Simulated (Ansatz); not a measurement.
Wurtzite MgTe was calculated with revPBE (PAW; Ansatz, a program for electronic structure).

Run with plane-wave cutoff 520 eV, 12×12×6 k mesh (along the axes of the cell as run), Fermi–Dirac smearing 0.01 eV, scalar-relativistic PAW data made under PBE.

Properties against volume (c/a stays at 1.627):

Shape and atoms are relaxed at each volume.

```json
[
 {"V (Å³/atom)": "33.988", "P (GPa)": "1.41", "direct gap at Γ (eV)": "2.580"},
 {"V (Å³/atom)": "34.696", "P (GPa)": "0.67", "direct gap at Γ (eV)": "2.489"},
 {"V (Å³/atom)": "35.404", "P (GPa)": "0.00", "direct gap at Γ (eV)": "2.400"},
 {"V (Å³/atom)": "36.112", "P (GPa)": "-0.61", "direct gap at Γ (eV)": "2.315"},
 {"V (Å³/atom)": "36.820", "P (GPa)": "-1.15", "direct gap at Γ (eV)": "2.232"}
]
```

A straight line through the gaps at Γ against ln V gives a volume deformation potential dE_g(Γ)/d ln V of -4.3 eV: the gap at Γ widens under compression.

Note: the bulk modulus comes from volumes at which shape and atoms were relaxed.

Spin–orbit coupling is not included; with these elements it can move the gap by several tenths of an eV or more.
